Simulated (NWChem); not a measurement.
System: tetrafluoromethane (CF4); SMILES FC(F)(F)F

The following NWChem deck was run.

```
start job
memory heap 200 mb stack 900 mb global 1100 mb
geometry units angstroms noautoz
  F     -0.891122    -0.754919     0.605759
  C     -0.000001     0.000000    -0.000002
  F      0.866233    -0.763868    -0.630154
  F     -0.605276     0.783630    -0.866323
  F      0.630165     0.735159     0.890717
end
basis spherical
  * library def2-svp
end
dft
  xc b3lyp
  iterations 150
  mulliken
end
task dft energy
```

Output (shortened):

```
             Northwest Computational Chemistry Package (NWChem) 7.3.0
             --------------------------------------------------------

 C1  symmetry detected

                             Geometry "geometry" -> ""
                             -------------------------

 Output coordinates in angstroms (scale by  1.889725989 to convert to a.u.)

  No.       Tag          Charge          X              Y              Z
 ---- ---------------- ---------- -------------- -------------- --------------
    1 F                    9.0000    -0.72041704    -0.70429881    -0.84611380
    2 C                    6.0000     0.00000093     0.00000051    -0.00000143
    3 F                    9.0000     1.16410788    -0.58636179     0.17883220
    4 F                    9.0000     0.18763675     1.20887925    -0.48409942
    5 F                    9.0000    -0.63132822     0.08178100     1.15138197

 Effective nuclear repulsion energy (a.u.)     206.5833512650

                                 NWChem DFT Module
                                 -----------------

 Summary of "ao basis" -> "ao basis" (spherical)
 ------------------------------------------------------------------------------
       Tag                 Description            Shells   Functions and Types
 ---------------- ------------------------------  ------  ---------------------
 F                          def2-svp                 6       14   3s2p1d
 C                          def2-svp                 6       14   3s2p1d

            General Information
            -------------------
          SCF calculation type: DFT
          Wavefunction type:  closed shell.
          No. of atoms     :     5
          No. of electrons :    42
           Alpha electrons :    21
            Beta electrons :    21
          Charge           :     0
          Spin multiplicity:     1
          Use of symmetry is: off; symmetry adaption is: off
          Maximum number of iterations: 150
          AO basis - number of functions:    70
                     number of shells:    30
          Convergence on energy requested:  1.00D-06
          Convergence on density requested:  1.00D-05
          Convergence on gradient requested:  5.00D-04

              XC Information
              --------------
                         B3LYP Method XC Potential
                     Hartree-Fock (Exact) Exchange  0.200
                        Slater Exchange Functional  0.800 local
                    Becke 1988 Exchange Functional  0.720 non-local
              Lee-Yang-Parr Correlation Functional  0.810
                  VWN I RPA Correlation Functional  0.190 local

             Grid Information
             ----------------
          Grid used for XC integration:  medium
          Radial quadrature: Mura-Knowles
          Angular quadrature: Lebedev.
          Tag              B.-S. Rad. Rad. Pts. Rad. Cut. Ang. Pts.
          ---              ---------- --------- --------- ---------
          F                   0.50       49           6.0       434
          C                   0.70       49           5.0       434
          Grid pruning is: on
          Number of quadrature shells:   245
          Spatial weights used:  Erf1

      Superposition of Atomic Density Guess
      -------------------------------------

 Sum of atomic energies:        -434.79485600

      Non-variational initial energy
      ------------------------------

 Total energy =    -436.189273
 1-e energy   =   -1018.459853
 2-e energy   =     375.687229
 HOMO         =      -0.586201
 LUMO         =       0.305978

     ---------------------------------------------
      Total Density - Mulliken Population Analysis
     ---------------------------------------------

    Atom       Charge   Shell Charges
 -----------   ------   -------------------------------------------------------
    1 F    9     9.40   1.99  1.14  0.76  3.46  2.04  0.00
    2 C    6     4.40   1.99  0.71  0.07  1.15  0.30  0.18
    3 F    9     9.40   1.99  1.14  0.76  3.46  2.04  0.00
    4 F    9     9.40   1.99  1.14  0.76  3.46  2.04  0.00
    5 F    9     9.40   1.99  1.14  0.76  3.46  2.04  0.00

   convergence    iter        energy       DeltaE   RMS-Dens  Diis-err
 ---------------- ----- ----------------- --------- --------- ---------
 d= 0,ls=0.0,diis     1   -436.9439089106 -6.44D+02  2.45D-02  2.05D+00
 d= 0,ls=0.0,diis     2   -436.8198772139  1.24D-01  1.35D-02  4.08D+00
 d= 0,ls=0.0,diis     3   -437.1504418155 -3.31D-01  1.40D-03  3.01D-02
 d= 0,ls=0.0,diis     4   -437.1524108270 -1.97D-03  3.56D-04  3.47D-03
 d= 0,ls=0.0,diis     5   -437.1526655344 -2.55D-04  1.06D-05  1.16D-06
 d= 0,ls=0.0,diis     6   -437.1526656398 -1.05D-07  1.40D-06  2.25D-08

         Total DFT energy =     -437.152665639841
      One electron energy =    -1017.810445235112
           Coulomb energy =      421.387317379662
    Exchange-Corr. energy =      -47.312889049424
 Nuclear repulsion energy =      206.583351265033

 Numeric. integr. density =       41.999999569234

                       DFT Final Molecular Orbital Analysis
                       ------------------------------------

 Vector   19  Occ=2.000000D+00  E=-4.405764D-01
              MO Center=  3.1D-01,  1.0D-01, -2.1D-01, r^2= 2.0D+00
   Bfn.  Coefficient  Atom+Function         Bfn.  Coefficient  Atom+Function
  ----- ------------  ---------------      ----- ------------  ---------------
    46      0.427149  4 F  px                33     -0.368531  3 F  py
    49     -0.283384  4 F  px                 5      0.267616  1 F  py
    36      0.244495  3 F  py                32     -0.200894  3 F  px
     8     -0.177544  1 F  py                35      0.133280  3 F  px
    61      0.132740  5 F  py                 4     -0.122014  1 F  px

[...]
```

Level: B3LYP/def2-SVP. Geometry: optimised at PBE0/def2-SVP. B3LYP is NWChem's, with the RPA form of VWN correlation.
